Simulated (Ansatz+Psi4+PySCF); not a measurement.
The numbers below are computed, except where a source is named.
```csv
atom,x (Å),y (Å),z (Å)
Li,0.0000,0.0000,0.4100
H,0.0000,0.0000,-1.2300
```

Basis set: cc-pVTZ on H; cc-pCVTZ on Li (spherical functions). All electrons are correlated. Charge 0, multiplicity 1.

Starred EOM-CCSD(T)(a) on the restricted Hartree–Fock determinant with PySCF 2.14.0; the energies are vertical.

(1) The solver was asked for the few lowest roots only. Give the ionization energies of singlet LiH among them whose weight of singles is over 0.7.

## Answers

(1)

```tsv
root	energy (eV)	weight of singles
1	7.93	0.91
```

Higher main lines weren't sought.
